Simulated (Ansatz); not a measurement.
Geometry optimisation, RKS PBE0-D4/def2-SVP (Ansatz 0.2.0).

Input file:

```yaml
crystal:
  periodic: [false, false, false]
  atoms:
    - { symbol: Si, position_ang: [0.286648, 0.039706, 0.086267] }
    - { symbol: "N", position_ang: [0.812122, 0.1403, 1.762523] }
    - { symbol: H, position_ang: [0.170398, 0.06897, 2.545548] }
    - { symbol: H, position_ang: [1.689626, -0.329802, 1.958979] }
    - { symbol: H, position_ang: [1.664394, 0.135241, -0.375757] }
    - { symbol: H, position_ang: [-0.656211, 1.126126, -0.270926] }
    - { symbol: Cl, position_ang: [-0.608876, -1.72724, -0.543734] }
basis:
  gaussian: { orbitals: def2-SVP }
hamiltonian:
  xc: pbe0
  dispersion: d4
relax:
  f_tol: 0.03
  max_steps: 50
```

Command:

```bash
$ ansatz run input.yaml --threads 1 --pin off --max-ram 2048MiB --backend cpu --events-out ev --progress --plain --runs-dir out
```

Task: Where does it end, and by what steps?

Result: It converged. After 4 steps the energy has fallen by 0.228 eV; H5 moved furthest, 0.33 Å.

```tsv
step	energy less start (eV)	largest force component (eV/Å)	accepted
0	0.0000	1.654	yes
1	-0.1833	0.775	yes
2	-0.2107	0.257	yes
3	-0.2228	0.228	yes
4	-0.2275	0.022	yes
```

```xyz
7
Properties=species:S:1:pos:R:3
Si 0.377 0.044 0.121
N 0.814 0.111 1.776
H 0.091 0.163 2.486
H 1.604 -0.433 2.107
H 1.611 0.189 -0.693
H -0.615 1.116 -0.148
Cl -0.524 -1.737 -0.486
```

Run time: 11 s on 1 thread of Arm Neoverse V2, on a shared host, peak memory 0.14 GiB.
